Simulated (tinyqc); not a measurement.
Inside a calculation. Method: Pariser-Parr-Pople SCF with singles CI, for the molecule C=C(O)C(=O)F (SMILES; centres numbered as the heavy atoms are written). One step of it, computed by the program tinyqc.

Task: PPP integrals. Ohno: gamma = 14.399645/sqrt(R^2 + a^2), a = 2 x 14.399645/(gamma_rr + gamma_ss); H_rr = -W_r - sum_(s != r) z_s gamma_rs; H_rs = beta for bonds.

Centres (angstrom, eV; a flat drawing with bonds scaled to 1.40 angstrom):
```
centre          x          y  core charge z          W   gamma_rr
1C       1.400000   1.212000              1  11.160000  11.130000
2C       0.700000   0.000000              1  11.160000  11.130000
3O       1.400000  -1.212000              2  33.000000  21.500000
4C      -0.700000   0.000000              1  11.160000  11.130000
5O      -1.400000  -1.212000              1  17.700000  15.200000
6F      -1.400000   1.212000              2  39.000000  21.400000
```

Resonance integrals (eV):
```
i  j       beta
1  2  -2.390000
2  3  -2.240000
2  4  -2.390000
4  5  -2.510000
4  6  -2.100000
```

Give: repulsion gamma_rs; core matrix H.

Result:

repulsion gamma_rs (eV), order 1C, 2C, 3O, 4C, 5O, 6F:
$$\begin{pmatrix}
11.130 & 7.555 & 5.582 & 5.240 & 3.729 & 4.903 \\
7.555 & 11.130 & 8.702 & 7.554 & 5.414 & 5.579 \\
5.582 & 8.702 & 21.500 & 5.581 & 4.952 & 3.826 \\
5.240 & 7.554 & 5.581 & 11.130 & 8.106 & 8.695 \\
3.729 & 5.414 & 4.952 & 8.106 & 15.200 & 5.650 \\
4.903 & 5.579 & 3.826 & 8.695 & 5.650 & 21.400
\end{pmatrix}$$

core matrix H (eV), order 1C, 2C, 3O, 4C, 5O, 6F:
$$\begin{pmatrix}
-48.654 & -2.390 & 0.000 & 0.000 & 0.000 & 0.000 \\
-2.390 & -60.244 & -2.240 & -2.390 & 0.000 & 0.000 \\
0.000 & -2.240 & -65.469 & 0.000 & 0.000 & 0.000 \\
0.000 & -2.390 & 0.000 & -60.611 & -2.510 & -2.100 \\
0.000 & 0.000 & 0.000 & -2.510 & -56.153 & 0.000 \\
0.000 & 0.000 & 0.000 & -2.100 & 0.000 & -71.479
\end{pmatrix}$$
